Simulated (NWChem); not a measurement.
# Lowest excitation of formic acid (CH$_{2}$O$_{2}$)

```xyz
5

O      0.7441     0.8276     0.0000
C      0.1773    -0.3776     0.0000
O     -1.0006    -0.5842     0.0000
H      0.0245     1.4806     0.0000
H      0.9640    -1.1615     0.0000
```
Charge 0, spin multiplicity 1.

Program: NWChem. All single points use one geometry, from PBE0/def2-SVP, a minimum by its harmonic frequencies. It is one conformer; others weren't searched.

Basis set: def2-SVPD.

Costs are rough ratios of processor time within this set of runs, SCF included, with CIS as 1.

The correlated methods keep 3 core orbitals frozen. B3LYP has NWChem's definition, with VWN1-RPA local correlation. No row is a measurement; the coupled-cluster row has its own basis-set and correlation limits.

```
method    lowest vertical singlet excitation energy (eV)  relative cost
--------  ----------------------------------------------  -------------
CIS                                                 6.75              1
TD-PBE                                                 …        under 3
TDA-PBE0                                               …        under 3
TD-B3LYP                                            5.84        under 3
EOM-CCSD                                               …             10
```

**Question.** Complete the blanks.

**Answer.** 
- TD-PBE, lowest vertical singlet excitation energy (eV): 5.71
- TDA-PBE0, lowest vertical singlet excitation energy (eV): 5.92
- EOM-CCSD, lowest vertical singlet excitation energy (eV): 6.01
